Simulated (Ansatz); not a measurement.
Tetradymite Bi2Se3 was calculated with HSE06 (Ansatz, an electronic-structure program, plane waves, PAW).

Settings: plane-wave cutoff 460 eV, 6×6×6 k mesh, Fermi–Dirac smearing 0.01 eV, scalar-relativistic PAW data made under PBE.

Cell (measured lattice):

```xyz
5
Lattice="-2.0715 1.1960 -9.5453 2.0715 1.1960 -9.5453 0.0000 -2.3920 -9.5453" Properties=species:S:1:pos:R:3 pbc="T T T"
Bi     0.0000     0.0000   -11.4773
Bi     0.0000     0.0000   -17.1587
Se     0.0000     0.0000     0.0000
Se     0.0000     0.0000    -6.0622
Se     0.0000     0.0000   -22.5738
```

Question: Predict the band gap.

Answer: 
* **band gap**: 0.65 eV (on the SCF k mesh)

Measured, for comparison: band gap 0.3 eV (temperature not stated, no zero-point or thermal correction; as tabulated in Park and Ryu (2016), arXiv:1610.06451).

Note: cell and atoms aren't relaxed at this level (largest force component 0.17 eV/Å, pressure 0.6 GPa).

Spin–orbit coupling is not included; with these elements it can move the gap by several tenths of an eV or more.

The computed numbers hold no vibrational or temperature effects.
